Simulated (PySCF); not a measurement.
Gas-phase reaction: BCl3 + H2 ⇌ BH2Cl + Cl2

Energies from PySCF, thermal terms from the rigid-rotor harmonic-oscillator model, ideal gas at 1 bar. † marks an energy on the PBE0/def2-TZVP geometry and frequencies; other levels use their own. MP2 and CCSD(T) freeze the core. 6-31G* has spherical d functions here. All species are closed-shell singlets. BH2Cl: computed as isolated molecules; such fragments, hydroxides, amides, oligomers or adducts are transient or little studied in the gas. MP2 isn't extrapolated to the basis-set limit; its ΔH°(298 K) is 386.1 kJ in def2-SVP and 352.5 kJ in def2-TZVPP. CCSD(T) isn't extrapolated to the basis-set limit; its ΔH°(298 K) is 361.4 kJ in def2-SVP and 328.6 kJ in def2-TZVPP. The harmonic model lacks anharmonicity and excited electronic states, which grow with temperature; levels with a mode under 35 cm⁻¹ are left out.

```json
[
 {"level": "CCSD(T)/def2-SVP†", "ΔE electronic, kJ": "352", "ΔH°(298 K), kJ": "361", "ΔS°(298 K), J/K": "37", "ΔG°(2500 K), kJ": "301"},
 {"level": "CCSD(T)/def2-TZVPP†", "ΔE electronic, kJ": "320", "ΔH°(298 K), kJ": "329", "ΔS°(298 K), J/K": "37", "ΔG°(2500 K), kJ": "268"},
 {"level": "HF/6-31G*", "ΔE electronic, kJ": "309", "ΔH°(298 K), kJ": "319", "ΔS°(298 K), J/K": "39", "ΔG°(2500 K), kJ": "256"},
 {"level": "M06-2X/def2-TZVP†", "ΔE electronic, kJ": "314", "ΔH°(298 K), kJ": "323", "ΔS°(298 K), J/K": "37", "ΔG°(2500 K), kJ": "263"},
 {"level": "MP2/def2-TZVPP†", "ΔE electronic, kJ": "343", "ΔH°(298 K), kJ": "352", "ΔS°(298 K), J/K": "37", "ΔG°(2500 K), kJ": "292"},
 {"level": "PBE/def2-SVP", "ΔE electronic, kJ": "345", "ΔH°(298 K), kJ": "354", "ΔS°(298 K), J/K": "38", "ΔG°(2500 K), kJ": "290"},
 {"level": "PBE0/def2-SVP†", "ΔE electronic, kJ": "351", "ΔH°(298 K), kJ": "360", "ΔS°(298 K), J/K": "37", "ΔG°(2500 K), kJ": "300"},
 {"level": "PBE0/def2-TZVP", "ΔE electronic, kJ": "315", "ΔH°(298 K), kJ": "324", "ΔS°(298 K), J/K": "37", "ΔG°(2500 K), kJ": "263"},
 {"level": "ωB97M-V/def2-TZVP†", "ΔE electronic, kJ": "317", "ΔH°(298 K), kJ": "326", "ΔS°(298 K), J/K": "37", "ΔG°(2500 K), kJ": "266"}
]
```
ΔH° is lowest at HF/6-31G* and highest at CCSD(T)/def2-SVP†. No reference value is set beside these.
